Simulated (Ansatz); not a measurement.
Geometry optimisation, Ansatz, RKS B3LYP-D4/def2-SVP.

Input file:

```yaml
crystal:
  periodic: [false, false, false]
  atoms:
    - { symbol: Si, position_ang: [-0.7987, 0.66958, -0.70321] }
    - { symbol: O, position_ang: [0.62178, 0.02188, 0.36579] }
    - { symbol: S, position_ang: [0.46723, -1.36816, 1.43072] }
    - { symbol: H, position_ang: [-1.11977, -0.58461, -1.36737] }
    - { symbol: H, position_ang: [0.05905, 1.63002, -1.38672] }
    - { symbol: H, position_ang: [-1.73494, 1.16651, 0.29433] }
    - { symbol: H, position_ang: [1.28798, 0.64332, 0.70589] }
    - { symbol: H, position_ang: [-0.30195, -0.72903, 2.33206] }
total_charge: 1
basis:
  gaussian: { orbitals: def2-SVP }
hamiltonian:
  xc: b3lyp
  dispersion: d4
relax:
  f_tol: 0.015
  max_steps: 40
```

Command:

```bash
$ ansatz run input.yaml --threads 1 --pin off --max-ram 2048MiB --backend cpu --events-out ev --progress --plain --runs-dir out
```

Q: Where does it end, and by what steps?

A: The forces met the threshold. The force dipped under the threshold on the way, but the program's further checks kept it going. Limits of this set-up: the dipole of an ion depends on the origin. After 12 steps the energy has fallen by 0.118 eV; H7 moved furthest, 0.42 Å.

```json
{"step": "0", "energy less start (eV)": "0.0000", "largest force component (eV/Å)": "1.024", "accepted": "yes"}
{"step": "1", "energy less start (eV)": "-0.0768", "largest force component (eV/Å)": "0.416", "accepted": "yes"}
{"step": "2", "energy less start (eV)": "-0.0963", "largest force component (eV/Å)": "0.291", "accepted": "yes"}
{"step": "3", "energy less start (eV)": "-0.0950", "largest force component (eV/Å)": "0.625", "accepted": "no"}
{"step": "4", "energy less start (eV)": "-0.1065", "largest force component (eV/Å)": "0.125", "accepted": "yes"}
{"step": "5", "energy less start (eV)": "-0.1121", "largest force component (eV/Å)": "0.060", "accepted": "yes"}
{"step": "6", "energy less start (eV)": "-0.1112", "largest force component (eV/Å)": "0.344", "accepted": "no"}
{"step": "7", "energy less start (eV)": "-0.1155", "largest force component (eV/Å)": "0.015", "accepted": "yes"}
{"step": "8", "energy less start (eV)": "-0.1166", "largest force component (eV/Å)": "0.167", "accepted": "yes"}
{"step": "9", "energy less start (eV)": "-0.1175", "largest force component (eV/Å)": "0.073", "accepted": "yes"}
{"step": "10", "energy less start (eV)": "-0.1180", "largest force component (eV/Å)": "0.007", "accepted": "yes"}
{"step": "11", "energy less start (eV)": "-0.1182", "largest force component (eV/Å)": "0.031", "accepted": "yes"}
{"step": "12", "energy less start (eV)": "-0.1182", "largest force component (eV/Å)": "0.008", "accepted": "yes"}
```

```xyz
8
Properties=species:S:1:pos:R:3
Si -0.766 0.673 -0.709
O 0.496 0.062 0.495
S 0.266 -1.354 1.523
H -0.972 -0.479 -1.606
H -0.014 1.813 -1.273
H -1.893 1.002 0.183
H 1.430 0.350 0.442
H -0.067 -0.617 2.616
```

Whether the end is a true minimum wasn't checked by a vibrational analysis.

Run time: 2.4 min on 1 thread of Intel(R) Xeon(R) Processor @ 2.50GHz (Skylake/Cascade Lake), with other jobs on the host, peak memory 0.17 GiB.
